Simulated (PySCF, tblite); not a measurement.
**Br2F−, a complex of two parts: NMR shifts, interaction energy, infrared bands, spin-spin couplings and core binding energies**

The task here is to estimate one member of a computed series from the others.

Programs: tblite 0.8.0 and PySCF 2.14.0. All values are calculated, for the isolated system unless a continuum is named. Atoms count from 0, parts from 1.

### Starting point

3 atoms, charge -1, multiplicity 1; geometry: rigid parts in contact. Parts: 1 = atoms 0–1, `BrBr`, charge 0; 2 = atom 2, `[F-]`, charge -1.

The first run:

What the job is given:

```
{"job": {"kind": "dock", "xc": "GFN2-xTB", "basis": "xTB"}, "charge": -1, "multiplicity": 1, "parts": [{"atoms": "0-1", "charge": 0, "multiplicity": 1}, {"atoms": "2-2", "charge": -1, "multiplicity": 1}]}
Br     1.140594    -0.014193     0.002144
Br    -1.140594     0.014193    -0.002144
F      2.932501     1.043633    -1.201851
```

With the program's defaults for keys left out, this is: GFN2-xTB search for minima from random contacts, gas phase.

Started as:

```bash
> OMP_NUM_THREADS=1 python cluster_run.py task.json out
```

One launch serves the whole session: the jobs run in the order shown.

Among the steps run: Bringing the parts together with GFN2-xTB; Relaxing the molecule at PBE0-D3(BJ)/def2-TZVPD; NMR shieldings: PBE0/aug-pcSseg-2; Coupled-cluster interaction energy: CCSD(T) and MP2.

One table of the session follows, with a row left open; its other results are not shown here.

It belongs to the step «Coupled-cluster interaction energy: CCSD(T) and MP2». 

| method | interaction energy (kcal/mol) |
| --- | --- |
| HF/aug-cc-pVDZ | -53.66 |
| MP2/aug-cc-pVDZ | -53.65 |
| CCSD/aug-cc-pVDZ | ? |
| CCSD(T)/aug-cc-pVDZ | -50.78 |
| HF/aug-cc-pVQZ | -53.72 |
| MP2/aug-cc-pVQZ | -58.25 |
| SCS-MP2/aug-cc-pVQZ | -55.37 |
| MP2, extrapolated | -59.26 |
| CCSD(T), limit estimate | -56.39 |

**Question.** Estimate the row for CCSD/aug-cc-pVDZ.

As computed: interaction energy (kcal/mol): -50.02. In the column «interaction energy (kcal/mol)» it is the highest.

To keep in mind: The interaction energy leaves out the deformation of the parts, 11.83 kcal/mol at MP2. So large a deformation means that a part is far from its own minimum, so a sum across the two methods would be rough.
